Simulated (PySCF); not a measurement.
Species: C4H5NS.
SMILES with atom numbers: `[NH2:1][c:2]1[cH:3][cH:4][cH:5][s:6]1`

Cartesian coordinates in Å at the GFN2-xTB level; atoms count from 1:
```xyz
11
C4H5NS angstrom
N      2.1088    0.1999   -0.1768
C      0.7334    0.1815   -0.0733
C     -0.0836   -0.8954    0.1025
C     -1.4553   -0.5518    0.0604
C     -1.6697    0.7688   -0.1382
S     -0.1844    1.6447   -0.2831
H      2.5441    1.0923   -0.0021
H      2.5750   -0.5727    0.2740
H      0.2814   -1.8956    0.2512
H     -2.2482   -1.2695    0.1741
H     -2.5960    1.3004   -0.2145
```

Definitions: NICS(0) = −σiso at the ring centroid; NICS(1) = −σiso and NICS(1)zz = −σzz at ±1 Å along the ring normal z. Level: GIAO PBE0/pcSseg-1 (PySCF, non-relativistic, gas phase) on the GFN2-xTB geometry, one conformer.

Ring bond lengths (Å), with Mayer bond orders in brackets: C2–C3 1.363 (1.51), C3–C4 1.415 (1.26), C4–C5 1.352 (1.62), C5–S6 1.730 (1.10), S6–C2 1.740 (1.14).

What do the NICS probes read (ppm)?

| ring | type | NICS(0) | NICS(1), two faces | NICS(1)zz, two faces | rms pucker (Å) | centre to ring atoms, mean (Å) |
| --- | --- | --- | --- | --- | --- | --- |
| C2–C3–C4–C5–S6 | 5-membered ring with S; formal bonds all aromatic | -11.7 | -9.6 / -9.4 | -21.6 / -21.2 | 0.00 | 1.29 |

What can be read from them?

- C2–C3–C4–C5–S6: mean NICS(1)zz -21.4 ppm, shielded. The ring is flat and has no four-coordinate atom; by the NICS criterion it is aromatic.

What does the geometric index give? HOMA takes Krygowski's 1993 parameters.

- C2–C3–C4–C5–S6: HOMA 0.74; the largest term is that of S6–C2, α(R − Ropt)² = 0.37. The geometric and the magnetic index point the same way.

How shielded are the nuclei of the rings and their hydrogens (means over atoms taken as equivalent)?

```
atoms                        environment  σ isotropic (ppm)  principal values of the symmetric part, first atom (ppm)
   C2   aromatic carbon bearing nitrogen               25.2                                        -47.6, 13.1, 110.2
   C3                 aromatic CH carbon               81.1                                         19.5, 77.9, 145.9
   C4                 aromatic CH carbon               55.8                                        -27.9, 46.6, 148.8
   C5  aromatic CH next to a ring sulfur               72.3                                        -14.1, 93.0, 137.9
   S6              thiophene-type sulfur              317.7                                       184.1, 369.0, 400.0
   H9                  aromatic hydrogen              25.65                                          22.5, 25.9, 28.6
  H10                  aromatic hydrogen              24.99                                          22.3, 24.5, 28.1
  H11                  aromatic hydrogen              25.63                                          22.5, 25.5, 28.9
```
